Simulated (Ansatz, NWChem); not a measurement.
**C2H4Cl2 (1,1-dichloroethane): from total energies to a heat of formation**

C2H4Cl2 has 8 atoms, charge 0, and is taken as a singlet. As SMILES, `CC(Cl)Cl`. The coordinates come from a PBE0-D4/def2-TZVP relaxation.

Total energies at MP2/cc-pVDZ, 12 core orbitals frozen (NWChem 7.3.0); the atoms run unrestricted:

```
species    state  energy (Eh)
C2H4Cl2  singlet  -997.634981
      C  triplet   -37.738310
     Cl  doublet  -459.580942
      H  doublet    -0.499278
```

Harmonic wavenumbers at PBE0-D4/def2-TZVP, in cm⁻¹: 267, 275, 318, 407, 663, 713, 997, 1073, 1112, 1254, 1306, 1406, 1472, 1477, 3065, 3143, 3148, 3165.

Measured heats of formation of the gaseous atoms at 298.15 K, in kJ/mol: C 716.9, Cl 121.3, H 218.0. Spin-orbit lowering of the atoms at 298 K (mean of the ground term's levels less their thermal mean, from spectra), in kJ/mol: C 0.02, Cl 3.44. Take 1 Eh = 2625.50 kJ/mol, 1 cm⁻¹ = 0.0119627 kJ/mol, RT = 2.479 kJ/mol.

Q: What heat of formation follows?

A: 
1. Electronic atomisation energy: 2 × (-37.738310) + 2 × (-459.580942) + 4 × (-0.499278) − (-997.634981) = 0.999365 Eh = 2623.8 kJ/mol.
2. Zero-point energy: half the sum of the wavenumbers, 12630.5 cm⁻¹ = 151.1 kJ/mol.
3. Thermal vibrational enthalpy, Σ hcν̃/(exp(hcν̃/kT) − 1): 5.2 kJ/mol. Translation, rotation and pV of a non-linear molecule: 4 RT = 9.9 kJ/mol.
4. The 8 free atoms carry 5/2 RT each: 49.6 kJ/mol.
5. Spin-orbit coupling lowers the free atoms by 2 × 0.02 + 2 × 3.44 = 6.9 kJ/mol.
6. Atomisation enthalpy at 298 K: 2623.8 − 6.9 − 151.1 − 5.2 − 9.9 + 49.6 = 2500.3 kJ/mol.
7. Sum of the atoms' heats of formation: 2548.4 kJ/mol. Heat of formation: 2548.4 − 2500.3 = +48.1 kJ/mol.

The tabulated value is -127.4 kJ/mol (Active Thermochemical Tables), so this level is off by +175.5 kJ/mol, or 6.6 % of the atomisation enthalpy that the table implies (2675.7 kJ/mol). Perturbation theory converges slowly with the basis for atomisation. A double-zeta basis underbinds. Anharmonicity and any spin-orbit splitting of the molecule are left out, and cores are frozen in the wave-function part.
